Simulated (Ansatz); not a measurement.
A made-up structure of CH$_{5}$Si$_{2}$ (charge -1), singlet:

Si1  (0.355, -0.194, -0.955)
C2  (-0.497, 1.265, -1.022)
Si3  (0.459, -1.035, 0.628)
H4  (-1.010, 1.811, -0.272)
H5  (-0.616, 1.837, -1.907)
H6  (-0.104, -2.438, 0.600)
H7  (1.879, -1.261, 1.095)
H8  (-0.195, -0.460, 1.880)
(Å)

It is relaxed with PBE-D4/def2-SVPD and then PBE0-D4/def2-TZVPD (Ansatz 0.2.0). Atoms count as bonded within 1.22 times the sum of their covalent radii (H–H: 0.88 Å). The end point is not checked to be a true minimum.

(1) Does its bonding change? (A judgement: the text doesn't fix the answer.)

Results:

(1) The calculation gives: No: no bond forms or breaks.

Where it ends: The first stage lowers the energy by 3.75 eV in 10 steps. It ends as CH₅Si₂ ([CH2][Si][SiH3]), total charge -1:
Si1  (0.464, -0.128, -1.508)
C2  (-0.495, 1.284, -1.073)
Si3  (0.475, -1.085, 0.688)
H4  (-0.895, 1.528, -0.088)
H5  (-0.751, 2.031, -1.829)
H6  (-0.117, -2.474, 0.795)
H7  (1.844, -1.310, 1.293)
H8  (-0.254, -0.320, 1.768)
(Å)

Labels in which every atom is bracketed show which atoms are joined, not bond orders.

For scale, one of the runs: PBE0-D4/def2-TZVPD relaxation, 168 basis functions, launched by `ansatz run in.yaml --threads 2 --pin off --events-out ev --progress --plain --max-ram 4352MiB`. Hardware: 2 CPU threads of an Arm Neoverse V1, shared host. Wall time about 31 s.
